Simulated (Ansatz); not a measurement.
# Calcium, fcc: convergence with the k-point mesh

Computed with Ansatz, LDA, scalar-relativistic PAW, on the relaxed cell (a = 5.343 Å; spin not included). Errors count from a run at 420 eV on a Γ-centred 17×17×17 mesh with Fermi-Dirac smearing of 0.1 eV, extrapolated to zero width. Fixed here: cutoff 420 eV, Fermi-Dirac width 0.1 eV. The SCF starts from atomic densities corrected by a trained network.

| k-mesh | E(σ→0) error (meV/atom) | P (GPa) | SCF iterations |
| --- | --- | --- | --- |
| 2×2×2 | 188.4 | -4.92 | 6 |
| 3×3×3 | 64.3 | 0.46 | 6 |
| 4×4×4 | -50.4 | 0.26 | 6 |
| 5×5×5 | -2.8 | -0.11 | 6 |
| 6×6×6 | 20.2 | -0.02 | 6 |
| 8×8×8 | -1.3 | -0.02 | 6 |
| 11×11×11 | -0.5 | -0.01 | 6 |

Task: What does the run at 15×15×15 give (k-mesh)?

Result: E(σ→0) error (meV/atom): 0.2; P (GPa): -0.01; SCF iterations: 6.

Within 5 meV/atom of the last row: from 8×8×8 on.
